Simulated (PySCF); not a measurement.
acetylene (C₂H₂), SMILES C#C. Coordinates come from a ωB97X-D3(BJ)/def2-TZVPD optimisation.

Computed equilibrium geometry at ωB97X-D3(BJ)/def2-TZVPD (PySCF confirms it by a frequency run) as bond lengths and angles, and its point group:
point group D∞h.
Atoms: C1 C2 H3 H4. Bond lengths (Å): C1–C2 1.196, C1–H3 1.066, C2–H4 1.066. Angles (°): C2–C1–H3 180.0, C1–C2–H4 180.0.
Charge 0, spin multiplicity 1.
